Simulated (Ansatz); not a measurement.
# NaSr2: from a trial structure to a relaxed crystal

All numbers below come from DFT PBE, scalar-relativistic, plane waves, PAW in Ansatz 0.2.0. Cutoff 420 eV, Γ-centred k mesh, Gaussian smearing, no spin polarisation in the final step.

NaSr2 was placed on the CaC2 structure type (I4/mmm, No. 139), with Na in place of Ca, Sr in place of C, at a guessed volume.

```
CELL_PARAMETERS angstrom
-2.39791 2.39791 3.93282
2.39791 -2.39791 3.93282
2.39791 2.39791 -3.93282
ATOMIC_POSITIONS crystal
Na 0.00000 0.00000 0.00000
Sr 0.59300 0.59300 0.00000
Sr 0.40700 0.40700 0.00000
```

Cell and atoms relax at zero pressure; the relaxation can't lower the symmetry of the start. After a coarse first stage the cell is made exact in the group found at 0.06 Å.

The zero of energy is the elements' standard structures at the same level; no fitted shifts are applied.

Describe the relaxed structure.

It keeps I4/mmm (No. 139), but not the shape of the type it started on. The result has the MoSi2 (C11b) structure. Conventional cell: a = 4.415 Å, c = 15.106 Å. Na has 8 Sr at 3.90 Å and 4 Na at 4.41 Å; around Sr lie 4 Na at 3.90 Å and 9 Sr at 4.25–4.67 Å (next Na at 5.22 Å).

```cif
data_structure
_symmetry_space_group_name_H-M 'I4/mmm'
_symmetry_Int_Tables_number 139
_cell_length_a 4.4149
_cell_length_b 4.4149
_cell_length_c 15.1057
_cell_angle_alpha 90.000
_cell_angle_beta 90.000
_cell_angle_gamma 90.000
_cell_volume 294.43
loop_
_atom_site_label
_atom_site_type_symbol
_atom_site_symmetry_multiplicity
_atom_site_Wyckoff_symbol
_atom_site_fract_x
_atom_site_fract_y
_atom_site_fract_z
_atom_site_occupancy
Na1 Na 2 a 0.00000 0.00000 0.00000 1
Sr1 Sr 4 e 0.50000 0.50000 0.15443 1
```

What are its volume, energy, density and gap?

The volume per atom is 49.07 Å³. The density is 2.24 g/cm³ and the energy over the elements is 0.01 eV/atom. The gap on the 14×14×14 mesh is 0 eV (a metal).

The final run used a 14×14×14 mesh on its 3-atom cell and 0.10 eV smearing. For metals, differences of a few meV/atom aren't resolved. Symmetry constrained the relaxation, so the result can be a saddle point. The steps took roughly 9 core-minutes in all.